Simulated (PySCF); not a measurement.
B3LYP has the VWN-RPA correlation part, as in Gaussian. 

```xyz
8

C     -1.0302    -0.1056     0.0743
O      0.2520    -0.7588     0.0212
C      1.3118     0.0493    -0.0903
O      1.2794     1.2464    -0.1483
H     -1.7609    -0.9037     0.1633
H     -1.1981     0.4711    -0.8340
H     -1.0796     0.5599     0.9348
H      2.2255    -0.5586    -0.1210
```

Charge 0, multiplicity 1.

Task: Give the Mulliken and meta-Löwdin atomic charges from B3LYP-D3(BJ)/def2-TZVP in PySCF.

Result: 
| atom | Mulliken (e) | meta-Löwdin (e) |
|---|---|---|
| C1 | -0.16 | -0.12 |
| O2 | -0.25 | -0.33 |
| C3 | 0.23 | 0.42 |
| O4 | -0.30 | -0.44 |
| H5 | 0.13 | 0.13 |
| H6 | 0.13 | 0.13 |
| H7 | 0.13 | 0.13 |
| H8 | 0.10 | 0.10 |
